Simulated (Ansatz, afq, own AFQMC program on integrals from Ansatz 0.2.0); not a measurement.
**SiF₂ (singlet): AFQMC on the coupled-cluster ladder, def2-TZVP**

Aim: compute SiF₂ (singlet) with auxiliary-field quantum Monte Carlo on the same integrals as coupled cluster, and set the energies side by side.

Program: Ansatz 0.2.0, Gaussian basis, and an in-house AFQMC program (afq) on its integrals; all values are calculated. Level of theory: def2-TZVP, frozen cores. These are calculated values, not measurements.

Plan: PBE (unrestricted); r2SCAN (unrestricted); PBE0 (unrestricted); B3LYP (unrestricted); CCSD(T) on RHF; wB97M-V (unrestricted); B2PLYP (unrestricted); CCSDT(Q) on RHF; CCSD(T) on RHF; CCSD(T) on RHF; Phaseless AFQMC, CISD trial on RHF; UHF.

### Step 1. The geometry

The geometry is a PBE0/def2-SVP stationary point (not a proven minimum).

3 atoms, charge 0, spin multiplicity 1.

Atoms are counted from 1 here; the program's logs count them from 0.

Bond lengths: F1–Si2 1.627 Å, Si2–F3 1.627 Å. Angles: F1–Si2–F3 100.0°.

### Step 2. PBE (unrestricted)

Contents of in.yaml:

```yaml
crystal:
  periodic: [false, false, false]
  atoms:
    - {symbol: F, position_ang: [0.171372, 1.261435, 0.233740]}
    - {symbol: Si, position_ang: [-0.608026, -0.047423, -0.337350]}
    - {symbol: F, position_ang: [0.436654, -1.214002, 0.103610]}
basis:
  gaussian: {orbitals: def2-TZVP}
magnetization: {spin_polarized: true, initial_magnetization: 0}
hamiltonian: {xc: {name: PBE}}
output: {orbitals: {seedname: orbitals}}
```

Started as:

```bash
$ ansatz run in.yaml --threads 1 --pin off --events-out ev --progress --plain --max-ram 8192MiB --backend cpu
```

Standard output:

```text
Functional definition: PBE
  name "PBE"
  cite "Perdew, Burke & Ernzerhof, Phys. Rev. Lett. 77, 3865 (1996) doi:10.1103/PhysRevLett.77.3865"
  parent pbe
  parameter kappa = 0.804
  parameter beta = 0.06672455060314922
  exchange = pbe_x(kappa = kappa, mu = beta*pi^2/3)
  correlation = pbe_c(beta = beta)
564 factors; their error is unknown
mean field evaluation 1: about -13303.9893 eV, gradient 3.6e1 eV
mean field evaluation 2: about -13282.2378 eV, gradient 9.2e1 eV
mean field evaluation 4: about -13307.4625 eV, gradient 1.5e0 eV
mean field evaluation 8: about -13307.4656 eV, gradient 6.4e-3 eV
mean field -13307.46559820 eV, -489.0403406096 hartree, gradient 1.8e-5 eV, S^2 0.000000; 0 other end points of the search recorded, 0 dependent functions left out
reference -13307.46562320 eV, -489.0403415286 hartree; 16, 16 occupied and 83, 83 virtual orbitals, 564 factors
Total energy: -13307.46562320 eV, -489.0403415286 hartree
```

Run time: 1.2 s. Hardware: 1 thread of AMD EPYC 7R13 (Zen 3), shared host; peak memory 0.73 GiB.

From the report: ⟨S²⟩ of the determinant 0.000 (pure singlet: 0.00).

### Step 3. r2SCAN (unrestricted)

Edit in.yaml of step 2 so:

```diff
@@ -9,3 +9,2 @@
 magnetization: {spin_polarized: true, initial_magnetization: 0}
-hamiltonian: {xc: {name: PBE}}
-output: {orbitals: {seedname: orbitals}}
+hamiltonian: {xc: {name: r2SCAN}}
```

Same command.

Standard output:

```text
Functional definition: r2SCAN
  name "r2SCAN"
  cite "Furness, Kaplan, Ning, Perdew & Sun, J. Phys. Chem. Lett. 11, 8208 (2020) doi:10.1021/acs.jpclett.0c02405"
  cite "Furness, Kaplan, Ning, Perdew & Sun, J. Phys. Chem. Lett. 11, 9248 (2020) doi:10.1021/acs.jpclett.0c03077"
  parent r2scan
  parameter k0 = 0.174
  parameter k1 = 0.065
  parameter a1 = 4.9479
  exchange = r2scan_x(k0 = k0, k1 = k1, a1 = a1)
  correlation = r2scan_c
564 factors; their error is unknown
mean field evaluation 1: about -13310.3066 eV, gradient 3.4e1 eV
mean field evaluation 2: about -13296.2668 eV, gradient 7.6e1 eV
mean field evaluation 4: about -13313.5232 eV, gradient 9.9e-1 eV
mean field evaluation 8: about -13313.5195 eV, gradient 1.1e-2 eV
mean field evaluation 16: about -13313.4862 eV, gradient 5.4e-1 eV
mean field -13313.51947742 eV, -489.2628165677 hartree, gradient 3.8e-5 eV, S^2 0.000000; 1 other end points of the search recorded, 0 dependent functions left out
reference -13313.51948571 eV, -489.2628168722 hartree; 16, 16 occupied and 83, 83 virtual orbitals, 564 factors
Total energy: -13313.51948571 eV, -489.2628168722 hartree
```

It took 3 s on 1 thread of AMD EPYC 7R13 (Zen 3), shared host; peak memory 0.73 GiB.

From the report: ⟨S²⟩ of the determinant 0.000 (pure singlet: 0.00).

### Step 4. PBE0 (unrestricted)

Edit in.yaml of step 3 so:

```diff
@@ -9,2 +9,3 @@
 magnetization: {spin_polarized: true, initial_magnetization: 0}
-hamiltonian: {xc: {name: r2SCAN}}
+hamiltonian: {xc: {name: PBE0}}
+output: {orbitals: {seedname: orbitals}}
```

Same command.

Standard output:

```text
Functional definition: PBE0
  name "PBE0"
  cite "Adamo & Barone, J. Chem. Phys. 110, 6158 (1999) doi:10.1063/1.478522"
  cite "Perdew, Burke & Ernzerhof, Phys. Rev. Lett. 77, 3865 (1996) doi:10.1103/PhysRevLett.77.3865"
  parent pbe
  parameter a = 0.25
  parameter kappa = 0.804
  parameter beta = 0.06672455060314922
  exchange = (1 - a)*pbe_x(kappa = kappa, mu = beta*pi^2/3) + a*exact_x
  correlation = pbe_c(beta = beta)
580 factors; their error is unknown
mean field evaluation 1: about -13304.9168 eV, gradient 3.3e1 eV
mean field evaluation 2: about -13298.2514 eV, gradient 5.9e1 eV
mean field evaluation 4: about -13307.9256 eV, gradient 4.6e-1 eV
mean field evaluation 8: about -13307.9843 eV, gradient 2.0e-3 eV
mean field -13307.98433049 eV, -489.0594036698 hartree, gradient 2.9e-5 eV, S^2 0.000000; 0 other end points of the search recorded, 0 dependent functions left out
reference -13307.98434850 eV, -489.0594043318 hartree; 16, 16 occupied and 83, 83 virtual orbitals, 580 factors
Total energy: -13307.98434850 eV, -489.0594043318 hartree
```

Run time: 1.4 s. Hardware: 1 thread of AMD EPYC 7R13 (Zen 3), shared host; peak memory 0.73 GiB.

From the report: ⟨S²⟩ of the determinant 0.000 (pure singlet: 0.00).

### Step 5. B3LYP (unrestricted)

Edit in.yaml of step 4 so:

```diff
@@ -9,3 +9,2 @@
 magnetization: {spin_polarized: true, initial_magnetization: 0}
-hamiltonian: {xc: {name: PBE0}}
-output: {orbitals: {seedname: orbitals}}
+hamiltonian: {xc: {name: B3LYP}}
```

The command is unchanged.

Standard output, shortened:

```text
Functional definition: B3LYP
  name "B3LYP"
  cite "Stephens, Devlin, Chabalowski & Frisch, J. Phys. Chem. 98, 11623 (1994) doi:10.1021/j100096a001"
  cite "Becke, Phys. Rev. A 38, 3098 (1988) doi:10.1103/PhysRevA.38.3098"
  cite "Lee, Yang & Parr, Phys. Rev. B 37, 785 (1988) doi:10.1103/PhysRevB.37.785"
  cite "Vosko, Wilk & Nusair, Can. J. Phys. 58, 1200 (1980) doi:10.1139/p80-159"
[...]
573 factors; their error is unknown
[...]
mean field -13317.16366073 eV, -489.3967378340 hartree, gradient 1.4e-5 eV, S^2 0.000000; 0 other end points of the search recorded, 0 dependent functions left out
reference -13317.16382380 eV, -489.3967438268 hartree; 16, 16 occupied and 83, 83 virtual orbitals, 573 factors
Total energy: -13317.16382380 eV, -489.3967438268 hartree
```

Run time: 1.6 s. Hardware: 1 thread of AMD EPYC 7R13 (Zen 3), shared host; peak memory 0.73 GiB.

From the report: ⟨S²⟩ of the determinant 0.000 (pure singlet: 0.00).

### Step 6. CCSD(T) on RHF

Edit in.yaml of step 5 so:

```diff
@@ -8,3 +8,3 @@
   gaussian: {orbitals: def2-TZVP}
-magnetization: {spin_polarized: true, initial_magnetization: 0}
-hamiltonian: {xc: {name: B3LYP}}
+magnetization: {spin_polarized: false}
+correlation: {method: ccsd_t, electrons: outside_noble_gas, hamiltonian_folder: ham}
```

Started as:

```bash
$ ansatz run in.yaml --threads 1 --pin off --events-out ev --progress --plain --max-ram 24576MiB --backend cuda --devices 0, --max-vram 18GiB
```

Standard output, shortened:

```text
Functional definition: HF
  name "HF"
  cite "Fock, Z. Phys. 61, 126 (1930) doi:10.1007/BF01340294"
  parent pbe
[...]
632 factors; integrals over basis functions are off by at most 6.8e-4 eV
[...]
mean field -13279.38795063 eV, -488.0085060931 hartree, gradient 9.9e-6 eV, S^2 0.000000; 0 other end points of the search recorded, 0 dependent functions left out
7 core orbitals not correlated: weight in the atoms' cores, before any rotation towards them, 1.000 or more for the frozen orbitals, at most 0.000 for the correlated occupied ones
reference -13279.38795063 eV, -488.0085060931 hartree; 9, 9 occupied and 83, 83 virtual orbitals, 632 factors
second order -16.26121759 eV of doubles, -0.00000000 eV of singles
cycle   1  -16.01252180 eV  change    2.5e-1 eV  update   9.9e-2
[...]
cycle  10  -16.48680031 eV  change   -4.5e-6 eV  update   4.1e-6
perturbative correction -0.51245598 eV, -0.0188324100 hartree
Total energy: -13296.38720692 eV, -488.6332172395 hartree
```

Run time: 7.5 s. Hardware: 1 × NVIDIA H100 80GB HBM3 with 1 thread of AMD EPYC 7R13 (Zen 3), shared host; peak host memory 0.79 GiB.

From the report: correlation -16.9993 eV; T1 0.015; largest double amplitude 0.11.

This run also writes the integrals to the folder ham.

### Step 7. wB97M-V (unrestricted)

Edit in.yaml of step 6 so:

```diff
@@ -8,3 +8,4 @@
   gaussian: {orbitals: def2-TZVP}
-magnetization: {spin_polarized: false}
-correlation: {method: ccsd_t, electrons: outside_noble_gas, hamiltonian_folder: ham}
+magnetization: {spin_polarized: true, initial_magnetization: 0}
+hamiltonian: {xc: {name: wB97M-V}}
+output: {orbitals: {seedname: orbitals}}
```

Started as:

```bash
$ ansatz run in.yaml --threads 1 --pin off --events-out ev --progress --plain --max-ram 8192MiB --backend cpu
```

Standard output, shortened:

```text
Functional definition: wB97M-V
  name "wB97M-V"
  cite "Mardirossian & Head-Gordon, J. Chem. Phys. 144, 214110 (2016) doi:10.1063/1.4952647"
  cite "Becke, J. Chem. Phys. 107, 8554 (1997) doi:10.1063/1.475007"
  cite "Vydrov & Van Voorhis, J. Chem. Phys. 133, 244103 (2010) doi:10.1063/1.3521275"
  # Of w^i u^j: cxij and so on, Table III.
[...]
  gx(w, u) = 1 - cx + cx01*u + cx10*w
  gss(w, u) = css00 + css04*u^4 + css10*w + css20*w^2 + css43*w^4*u^3
  gos(w, u) = cos00 + cos10*w + (cos20 + cos21*u)*w^2 + (cos60 + cos61*u)*w^6
[...]
      + integral(e_c_pw_mod_opposite_spin*gos(b97_w_opposite, b97_u_opposite)) + vv10(b, c)
564 factors; their error is unknown
106 factors; integrals over basis functions are off by at most 2.7e-5 eV
[...]
mean field -13315.05074734 eV, -489.3190896993 hartree, gradient 1.8e-5 eV, S^2 0.000000; 0 other end points of the search recorded, 0 dependent functions left out
reference -13315.05077701 eV, -489.3190907896 hartree; 16, 16 occupied and 83, 83 virtual orbitals, 564 factors
Total energy: -13315.05077701 eV, -489.3190907896 hartree
```

Run time: 4.5 s. Hardware: 1 thread of AMD EPYC 7R13 (Zen 3), shared host; peak memory 0.73 GiB.

From the report: ⟨S²⟩ of the determinant 0.000 (pure singlet: 0.00).

### Step 8. B2PLYP (unrestricted)

Edit in.yaml of step 7 so:

```diff
@@ -9,3 +9,3 @@
 magnetization: {spin_polarized: true, initial_magnetization: 0}
-hamiltonian: {xc: {name: wB97M-V}}
-output: {orbitals: {seedname: orbitals}}
+hamiltonian: {xc: {name: B2PLYP}}
+correlation: {electrons: outside_noble_gas}
```

Launched as before.

Standard output, shortened:

```text
Functional definition: B2PLYP
  name "B2PLYP"
  cite "Grimme, J. Chem. Phys. 124, 034108 (2006) doi:10.1063/1.2148954"
  cite "Becke, Phys. Rev. A 38, 3098 (1988) doi:10.1103/PhysRevA.38.3098"
  cite "Lee, Yang & Parr, Phys. Rev. B 37, 785 (1988) doi:10.1103/PhysRevB.37.785"
[...]
632 factors; integrals over basis functions are off by at most 6.8e-4 eV
[...]
mean field -13305.39296394 eV, -488.9641727056 hartree, gradient 1.9e-6 eV, S^2 0.000000; 2 other end points of the search recorded, 0 dependent functions left out
7 core orbitals not correlated: weight in the atoms' cores, before any rotation towards them, 1.000 or more for the frozen orbitals, at most 0.000 for the correlated occupied ones
reference -13305.39306498 eV, -488.9641764188 hartree; 9, 9 occupied and 83, 83 virtual orbitals, 632 factors
second order -19.44347910 eV of doubles, -0.00000000 eV of singles
Total energy: -13310.64280434 eV, -489.1571007818 hartree
```

Run time: 3.5 s. Hardware: 1 thread of AMD EPYC 7R13 (Zen 3), shared host; peak memory 0.73 GiB.

From the report: ⟨S²⟩ of the determinant 0.000 (pure singlet: 0.00).

### Step 9. CCSDT(Q) on RHF

Edit in.yaml of step 8 so:

```diff
@@ -8,4 +8,3 @@
   gaussian: {orbitals: def2-TZVP}
-magnetization: {spin_polarized: true, initial_magnetization: 0}
-hamiltonian: {xc: {name: B2PLYP}}
-correlation: {electrons: outside_noble_gas}
+magnetization: {spin_polarized: false}
+correlation: {method: ccsdt_q, electrons: outside_noble_gas}
```

Started as:

```bash
$ ansatz run in.yaml --threads 1 --pin off --events-out ev --progress --plain --max-ram 24576MiB --backend cuda --devices 0, --max-vram 18GiB
```

Standard output, shortened:

```text
Functional definition: HF
  name "HF"
  cite "Fock, Z. Phys. 61, 126 (1930) doi:10.1007/BF01340294"
  parent pbe
[...]
1217 factors; integrals over basis functions are off by at most 1.3e-7 eV
[...]
mean field -13279.38805251 eV, -488.0085098372 hartree, gradient 2.4e-6 eV, S^2 0.000000; 0 other end points of the search recorded, 0 dependent functions left out
7 core orbitals not correlated: weight in the atoms' cores, before any rotation towards them, 1.000 or more for the frozen orbitals, at most 0.000 for the correlated occupied ones
reference -13279.38805251 eV, -488.0085098372 hartree; 9, 9 occupied and 83, 83 virtual orbitals, 1217 factors
second order -16.26125555 eV of doubles, -0.00000000 eV of singles
cycle   1  -16.01252905 eV  change    2.5e-1 eV  update   1.1e-1
[...]
cycle  15  -17.00870693 eV  change   -3.8e-7 eV  update   7.6e-7
perturbative correction -0.02638277 eV, -0.0009695490 hartree
Total energy: -13296.42314221 eV, -488.6345378369 hartree
```

Wall time 48 s (1 × NVIDIA H100 80GB HBM3 with 1 thread of AMD EPYC 7R13 (Zen 3), shared host); peak host memory 0.9 GiB.

From the report: correlation -17.0351 eV; T1 0.015; largest double amplitude 0.12.

### Step 10. CCSD(T) on RHF

Edit in.yaml of step 9 so:

```diff
@@ -7,4 +7,4 @@
 basis:
-  gaussian: {orbitals: def2-TZVP}
+  gaussian: {orbitals: def2-TZVPP}
 magnetization: {spin_polarized: false}
-correlation: {method: ccsdt_q, electrons: outside_noble_gas}
+correlation: {method: ccsd_t, electrons: outside_noble_gas}
```

Same command.

Standard output, shortened:

```text
Functional definition: HF
  name "HF"
  cite "Fock, Z. Phys. 61, 126 (1930) doi:10.1007/BF01340294"
  parent pbe
[...]
665 factors; integrals over basis functions are off by at most 6.4e-4 eV
[...]
mean field -13279.39631019 eV, -488.0088133014 hartree, gradient 1.3e-6 eV, S^2 0.000000; 0 other end points of the search recorded, 0 dependent functions left out
7 core orbitals not correlated: weight in the atoms' cores, before any rotation towards them, 1.000 or more for the frozen orbitals, at most 0.000 for the correlated occupied ones
reference -13279.39631019 eV, -488.0088133014 hartree; 9, 9 occupied and 88, 88 virtual orbitals, 665 factors
second order -16.29719494 eV of doubles, -0.00000000 eV of singles
cycle   1  -16.04431394 eV  change    2.5e-1 eV  update   1.0e-1
[...]
cycle  10  -16.51928409 eV  change   -4.9e-6 eV  update   4.1e-6
perturbative correction -0.51508803 eV, -0.0189291359 hartree
Total energy: -13296.43068231 eV, -488.6348149305 hartree
```

Wall time 7 s (1 × NVIDIA H100 80GB HBM3 with 1 thread of AMD EPYC 7R13 (Zen 3), shared host); peak host memory 0.79 GiB.

From the report: correlation -17.0344 eV; T1 0.015; largest double amplitude 0.11.

### Step 11. CCSD(T) on RHF

Edit in.yaml of step 10 so:

```diff
@@ -7,3 +7,3 @@
 basis:
-  gaussian: {orbitals: def2-TZVPP}
+  gaussian: {orbitals: "def2-QZVPP.json"}
 magnetization: {spin_polarized: false}
```

The command is unchanged.

Standard output, shortened:

```text
Functional definition: HF
  name "HF"
  cite "Fock, Z. Phys. 61, 126 (1930) doi:10.1007/BF01340294"
  parent pbe
[...]
1138 factors; integrals over basis functions are off by at most 5.1e-4 eV
[...]
mean field -13279.91582982 eV, -488.0279052955 hartree, gradient 1.8e-6 eV, S^2 0.000000; 0 other end points of the search recorded, 0 dependent functions left out
7 core orbitals not correlated: weight in the atoms' cores, before any rotation towards them, 1.000 or more for the frozen orbitals, at most 0.000 for the correlated occupied ones
reference -13279.91582982 eV, -488.0279052955 hartree; 9, 9 occupied and 168, 168 virtual orbitals, 1138 factors
second order -17.84999273 eV of doubles, -0.00000000 eV of singles
cycle   1  -17.43468978 eV  change    4.2e-1 eV  update   9.9e-2
[...]
cycle  10  -17.92204438 eV  change   -1.0e-5 eV  update   4.8e-6
perturbative correction -0.61847599 eV, -0.0227285735 hartree
Total energy: -13298.45635019 eV, -488.7092568521 hartree
```

It took 8 s on 1 × NVIDIA H100 80GB HBM3 with 1 thread of AMD EPYC 7R13 (Zen 3), shared host; peak host memory 0.8 GiB.

From the report: correlation -18.5405 eV; T1 0.015; largest double amplitude 0.10.

### Step 12. Phaseless AFQMC, CISD trial on RHF

It reads the integrals that the CCSD(T) run on this determinant wrote.

Started as:

```bash
$ afq ham --method phaseless --trial cisd --walkers 4000 --populations 20 --least-time 60 --time-step 0.005 --steps-per-block 50 --equilibration-blocks 28 --max-blocks 4000 --target-error 0.00026 --factor-cut 1e-05 --seed 6379 --release-times 0.24,0.51,0.99,1.5 --release-step 0.03 --release-every 4 --taylor-order 6
```

Standard output:

```text
orbitals 92  electrons 9 9  factors 629 of 632
reference energy -488.00850609 Eh
CCSD correlation -0.60587878 Eh in 11 cycles, weight of the determinant in the CISD state 0.8581
energy of the start -488.614387 Eh
 block  time / (1/Eh)  mean weight  energy / Eh
     1     0.250  0.9992  -488.609663
     2     0.500  1.0004  -488.620348
     3     0.750  1.0000  -488.624784
     4     1.000  0.9995  -488.628342
     5     1.250  0.9997  -488.629413
     6     1.500  1.0008  -488.630437
     7     1.750  0.9996  -488.633309
     8     2.000  0.9998  -488.632931
     9     2.250  0.9989  -488.633859
    10     2.500  1.0001  -488.632950
    11     2.750  0.9995  -488.630658
    13     3.250  0.9998  -488.632969
    15     3.750  0.9998  -488.633521
    17     4.250  1.0005  -488.633358
    19     4.750  1.0000  -488.634516
    21     5.250  0.9999  -488.635142
    23     5.750  0.9997  -488.635144
    25     6.250  0.9998  -488.634741
    27     6.750  0.9999  -488.634853
    29     7.250  1.0002  -488.636168
    31     7.750  1.0008  -488.633455
    33     8.250  0.9994  -488.634848
    35     8.750  0.9996  -488.637029
    37     9.250  1.0003  -488.634417
    39     9.750  1.0011  -488.634205
    41    10.250  1.0000  -488.633333
    43    10.750  1.0002  -488.634646
    45    11.250  1.0002  -488.636217
    47    11.750  0.9996  -488.634216
    49    12.250  0.9997  -488.632071
    51    12.750  1.0004  -488.633148
    53    13.250  1.0000  -488.634870
    55    13.750  1.0002  -488.635584
    57    14.250  1.0000  -488.631495
    59    14.750  1.0010  -488.635428
    61    15.250  1.0004  -488.631897
    63    15.750  0.9995  -488.633320
    65    16.250  0.9994  -488.634965
    67    16.750  1.0000  -488.635824
    69    17.250  0.9998  -488.632748
    71    17.750  1.0002  -488.635933
    73    18.250  0.9990  -488.632991
    75    18.750  1.0010  -488.634092
    77    19.250  1.0010  -488.634080
    79    19.750  0.9998  -488.634026
    81    20.250  1.0008  -488.634525
    83    20.750  0.9993  -488.636886
    85    21.250  1.0000  -488.635072
    87    21.750  1.0001  -488.633873
    89    22.250  1.0001  -488.633507
    91    22.750  1.0004  -488.632764
    93    23.250  1.0000  -488.631643
    95    23.750  1.0005  -488.633370
    97    24.250  1.0003  -488.634235
    99    24.750  1.0004  -488.631430
   101    25.250  0.9999  -488.634720
   103    25.750  1.0004  -488.636295
   105    26.250  1.0005  -488.635328
   107    26.750  1.0000  -488.632144
error from the spread of 20 populations
released: time / (1/Eh)  energy / Eh  error  mean overlap
  0.24  -488.634313  0.000288  0.9979
  0.51  -488.634822  0.000249  0.9923
  0.99  -488.634863  0.000351  0.9794
  1.50  -488.634724  0.000514  0.9678
energy -488.634165 +/- 0.000232 Eh
```

Wall time 3.5 min (1 × NVIDIA H100 80GB HBM3 with 2 threads of AMD EPYC 7R13 (Zen 3), shared host); peak host memory 1.6 GiB.

Energy -13296.4130 ± 0.0063 eV. Caveats: constraint bias not in the error.

### Step 13. UHF

Edit in.yaml of step 11 so:

```diff
@@ -7,4 +7,5 @@
 basis:
-  gaussian: {orbitals: "def2-QZVPP.json"}
-magnetization: {spin_polarized: false}
-correlation: {method: ccsd_t, electrons: outside_noble_gas}
+  gaussian: {orbitals: def2-TZVP}
+magnetization: {spin_polarized: true, initial_magnetization: 0}
+hamiltonian: {xc: hf}
+output: {orbitals: {seedname: orbitals}}
```

Started as:

```bash
$ ansatz run in.yaml --threads 1 --pin off --events-out ev --progress --plain --max-ram 24576MiB --backend cuda --devices 0, --max-vram 18GiB
```

Standard output:

```text
Functional definition: HF
  name "HF"
  cite "Fock, Z. Phys. 61, 126 (1930) doi:10.1007/BF01340294"
  parent pbe
  exchange = exact_x
  correlation = 0
702 factors; their error is unknown
mean field evaluation 1: about -13276.7966 eV, gradient 2.6e1 eV
mean field evaluation 2: about -13278.1956 eV, gradient 1.9e1 eV
mean field evaluation 4: about -13279.1370 eV, gradient 3.4e-1 eV
mean field evaluation 8: about -13279.3878 eV, gradient 7.8e-6 eV
mean field evaluation 16: about -13279.3878 eV, gradient 8.4e-6 eV
mean field evaluation 32: about -13279.3873 eV, gradient 1.9e-2 eV
mean field -13279.38783096 eV, -488.0085016955 hartree, gradient 8.4e-6 eV, S^2 0.000000; 0 other end points of the search recorded, 0 dependent functions left out
reference -13279.38783096 eV, -488.0085016955 hartree; 16, 16 occupied and 83, 83 virtual orbitals, 702 factors
Total energy: -13279.38783096 eV, -488.0085016955 hartree
```

Run time: 4.3 s. Hardware: 1 × NVIDIA H100 80GB HBM3 with 1 thread of AMD EPYC 7R13 (Zen 3), shared host; peak host memory 1.6 GiB.

From the report: ⟨S²⟩ of the determinant 0.000 (pure singlet: 0.00).

### Step 14. AFQMC on the ladder

On the RHF determinant, counted from CCSDT(Q) (a yardstick, not exact):

| level | energy (eV) | from CCSDT(Q) (kcal/mol) | statistical error (kcal/mol) | time |
| --- | --- | --- | --- | --- |
| HF | -13279.3880 | +392.84 |  |  |
| MP2 | -13295.6492 | +17.85 |  |  |
| CCSD | -13295.8748 | +12.65 |  |  |
| CCSD(T) | -13296.3872 | +0.83 |  |  |
| CCSDT(Q) | -13296.4231 | 0.00 |  |  |
| Phaseless AFQMC, CISD trial, step 0.005, 4000 walkers | -13296.4130 | +0.23 | 0.15 | 3.5 min |

The functionals' totals stand on their own zeros and serve differences with other points: PBE -13307.466 eV; r2SCAN -13313.519 eV; PBE0 -13307.984 eV; B3LYP -13317.164 eV; wB97M-V -13315.051 eV; B2PLYP -13310.643 eV.

### Step 15. Results

| quantity | value |
| --- | --- |
| CCSD(T) on RHF from CCSDT(Q) | +0.83 kcal/mol |
| Phaseless AFQMC, CISD trial on RHF from CCSDT(Q) | +0.23 ± 0.15 kcal/mol |

**Reading.** On RHF the phaseless walk with the CISD trial lies +0.23 kcal/mol from CCSDT(Q), within three error bars. Error bars are statistical and leave out the constraint, the time step and what remains of the start.
